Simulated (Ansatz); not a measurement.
We consider zinc-blende BeTe, described by PBE (plane waves, PAW; Ansatz, a quantum-chemistry and plane-wave program).

Numerical settings: plane-wave cutoff 520 eV, 10×10×10 k mesh, scalar-relativistic PAW data made under PBE.

Computed at the level's own relaxed cell.

```xyz
2
Lattice="0.0000 2.8320 2.8320 2.8320 0.0000 2.8320 2.8320 2.8320 0.0000" Properties=species:S:1:pos:R:3 pbc="T T T"
Be     0.0000     0.0000     0.0000
Te     4.2481     4.2481     4.2481
```

Task: Give the elastic tensor (Voigt notation, GPa, ions relaxed, in the Cartesian axes of the cell as printed).

Result: 
```
   96.5    36.4    36.4     0.0     0.0     0.0
   36.4    96.5    36.4     0.0     0.0     0.0
   36.4    36.4    96.5     0.0     0.0     0.0
    0.0     0.0     0.0    49.4     0.0     0.0
    0.0     0.0     0.0     0.0    49.4     0.0
    0.0     0.0     0.0     0.0     0.0    49.4
```
